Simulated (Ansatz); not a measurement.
# P2H4 (triplet): wave-function methods side by side, cc-pVDZ

How much of the correlation energy of P2H4 (triplet) does each wave-function method recover here?

Method: cc-pVDZ, core rule «outside noble gas», up to 10 orbitals frozen; program: Ansatz 0.2.0, Gaussian basis.

The runs, in order: UHF; CCSD(T) on ROHF; CCSD(T) on UHF; BCCD(T) on ROHF; CISD; CCSDT(Q) on ROHF; CCSDT(Q) on UHF; CASSCF and MRCISD+Q, 10 electrons in 10 orbitals; CASSCF and NEVPT2, 10 electrons in 10 orbitals.

27 further runs of the same task are left out: 4 for a known fault of the program, 6 that didn't finish, 17 set aside as unsound or not needed.

### Step 1. What is computed

The geometry is a PBE0/def2-TZVP stationary point (not a proven minimum).

6 atoms, charge 0, spin multiplicity 3.

Atoms are counted from 1 here; the program's logs count them from 0.

Bond lengths: P1–H3 1.432 Å, P1–H4 1.419 Å, P2–H5 1.423 Å, P2–H6 1.423 Å. Angles: H3–P1–H4 92.7°, H5–P2–H6 91.9°.

### Step 2. UHF

Contents of in.yaml:

```yaml
crystal:
  periodic: [false, false, false]
  atoms:
    - {symbol: P, position_ang: [0.000410, 0.075491, 1.482258]}
    - {symbol: P, position_ang: [-0.001097, -0.100946, -1.530751]}
    - {symbol: H, position_ang: [0.001413, 0.336220, 2.890757]}
    - {symbol: H, position_ang: [-0.002702, -1.330867, 1.673933]}
    - {symbol: H, position_ang: [1.033146, 0.875712, -1.536829]}
    - {symbol: H, position_ang: [-1.010723, 0.901145, -1.537658]}
basis:
  gaussian: {orbitals: cc-pVDZ}
magnetization: {spin_polarized: true, initial_magnetization: 2}
hamiltonian: {xc: hf}
output: {orbitals: {seedname: orbitals}}
```

On the command line:

```
ansatz run in.yaml --threads 1 --pin off --events-out ev --progress --plain --max-ram 2393MiB
```

Further steps of the session: CCSD(T) on ROHF; CCSD(T) on UHF; BCCD(T) on ROHF; CISD; CCSDT(Q) on ROHF; CCSDT(Q) on UHF; CASSCF and MRCISD+Q, 10 electrons in 10 orbitals; CASSCF and NEVPT2, 10 electrons in 10 orbitals.

**Question.** What will the summary of the whole plan be? Wanted: UCCSDT(Q) below the RHF energy; RMP2 from UCCSDT(Q); UMP2 from UCCSDT(Q); RCCSD from UCCSDT(Q); RCCSD(T) from UCCSDT(Q); UCCSD(T) from UCCSDT(Q); RCCSDT(Q) from UCCSDT(Q); NEVPT2 valence from UCCSDT(Q); MRCISD+Q valence from UCCSDT(Q).

The runs gave:

| quantity | value |
| --- | --- |
| UCCSDT(Q) below the RHF energy | -7.8642 eV |
| RMP2 from UCCSDT(Q) | +151.4 kJ/mol |
| UMP2 from UCCSDT(Q) | +154.6 kJ/mol |
| RCCSD from UCCSDT(Q) | +21.4 kJ/mol |
| RCCSD(T) from UCCSDT(Q) | +4.1 kJ/mol |
| UCCSD(T) from UCCSDT(Q) | +4.1 kJ/mol |
| RCCSDT(Q) from UCCSDT(Q) | 0.0 kJ/mol |
| NEVPT2 valence from UCCSDT(Q) | +153.3 kJ/mol |
| MRCISD+Q valence from UCCSDT(Q) | +3.4 kJ/mol |
| levels within 1 kcal/mol (43 meV) | RCCSD(T), UCCSD(T), BCCD(T), RCCSDT, UCCSDT, RCCSDT(Q), MRCISD+Q valence |
| T1 diagnostic | 0.019 |
| effectively unpaired electrons | 2.02 |

**Reading.** RCCSD(T) lands +4.1 kJ/mol from the yardstick (0.5 % of the correlation energy). One determinant dominates. Of the multireference levels listed MRCISD+Q valence comes nearest in total energy (+3.4 kJ/mol), which doesn't show that its space is the better one. These misses are within one basis, not against nature; the frozen cores of restricted and unrestricted runs differ, which can shift their rows.
